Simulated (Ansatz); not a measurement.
**N2HO+ (triplet): the correlation ladder, def2-QZVPP**

The task here is to estimate one member of a computed series from the others.

Computed with Ansatz 0.2.0, Gaussian basis. Level: def2-QZVPP, core rule «outside noble gas», up to 3 orbitals frozen.

Plan: UHF; ROHF; CCSD(T) on UHF.

2 further runs of the same task are left out: 2 set aside as unsound or not needed.

**The system**

The geometry is a PBE0/def2-TZVP stationary point (not a proven minimum) of the parent state, kept for this charge and spin.

4 atoms, charge 1, spin multiplicity 3.

Atoms are counted from 1 here; the program's logs count them from 0.

Bond lengths: N1–N2 1.239 Å, N2–O3 1.232 Å, N2–H4 1.043 Å. Angles: N1–N2–O3 129.8°, N1–N2–H4 112.7°, O3–N2–H4 117.4°.

Set-up of the first run:

Contents of in.yaml:

```yaml
crystal:
  periodic: [false, false, false]
  atoms:
    - {symbol: N, position_ang: [0.000000, -0.220312, 1.164837]}
    - {symbol: N, position_ang: [0.000000, 0.324850, 0.052333]}
    - {symbol: O, position_ang: [0.000000, -0.177561, -1.072728]}
    - {symbol: H, position_ang: [0.000000, 1.365798, 0.113576]}
basis:
  gaussian: {orbitals: "def2-QZVPP.json"}
total_charge: 1
magnetization: {spin_polarized: true, initial_magnetization: 2}
hamiltonian: {xc: hf}
output: {orbitals: {seedname: orbitals}}
```

Run with:

```sh
ansatz run in.yaml --threads 1 --pin off --events-out ev --progress --plain --max-ram 2393MiB
```

Steps of the session up to this table: UHF; ROHF; CCSD(T) on UHF.

One table of the session follows, with a row left open; its other results are not shown here.

It belongs to the step «Misses and costs». 

```
  method  from UCCSD(T) (kJ/mol)
    ROHF                       ?
     UHF                 +1575.3
    UMP2                  +169.0
   UCCSD                   +66.9
UCCSD(T)                       0
```

Q: Estimate the row for ROHF from the others.

As computed: from UCCSD(T) (kJ/mol): +1681.8. In the column «from UCCSD(T) (kJ/mol)» it is the highest.
